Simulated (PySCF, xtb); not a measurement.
Homolysis of single bonds, series SiH2Cl-X. All species are isolated molecules in the gas phase. One relaxed conformer stands for each flexible species; it need not be the lowest. Strings in code marks are SMILES.

Quantity: homolytic bond dissociation enthalpy at 298 K (no spin–orbit term), in kcal/mol. Thermal and zero-point terms are GFN2-xTB rigid-rotor harmonic values (xtb).

Case: Si–Cl bond of `C=C[SiH2]Cl` (C–C–Si–Cl torsion 119°), giving `C=C[SiH2]` and `[Cl]`. Geometry of `C=C[SiH2]Cl` (neutral, multiplicity 1, Å):

```xyz
9

C      1.5216     0.1608     0.3730
C      0.5460    -0.2070    -0.4558
Si    -1.2412    -0.1278     0.0190
Cl    -2.2561     1.1693    -1.2416
H      2.5690     0.1014     0.0970
H      1.3142     0.5405     1.3680
H      0.8119    -0.5740    -1.4440
H     -1.9024    -1.4421    -0.1167
H     -1.3629     0.3789     1.4012
```

Question: Estimate the homolytic bond dissociation enthalpy at 298 K (no spin–orbit term) that B3LYP/LANL2DZ // B3LYP-D3(BJ)/def2-TZVP (PySCF) returns for this input.

Answer: 80.4 kcal/mol.
